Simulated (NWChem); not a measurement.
# SiCl$_{4}$; SMILES Cl[Si](Cl)(Cl)Cl

All runs: NWChem. Geometry: optimised at PBE0/def2-SVP. Level: PBE0/def2-SVP with SMD (1 M gas to 1 M solution), gas-phase geometry. Reactions with the solvent are ignored.

```
solvent             dielectric constant  solvation free energy (kcal/mol)  cavity-dispersion-structure term (kcal/mol)
------------------  -------------------  --------------------------------  -------------------------------------------
water                              78.4                               1.2                                          1.5
1-propanol                         20.5                              -3.7                                         -3.4
dimethyl sulfoxide                 46.8                                 …                                            …
acetonitrile                       35.7                              -3.1                                         -2.8
2-propanol                         19.3                              -3.9                                         -3.6
```

Question: Fill in the missing entries.

Answer: 
- dimethyl sulfoxide, solvation free energy (kcal/mol): -2.2
- dimethyl sulfoxide, cavity-dispersion-structure term (kcal/mol): -2.0
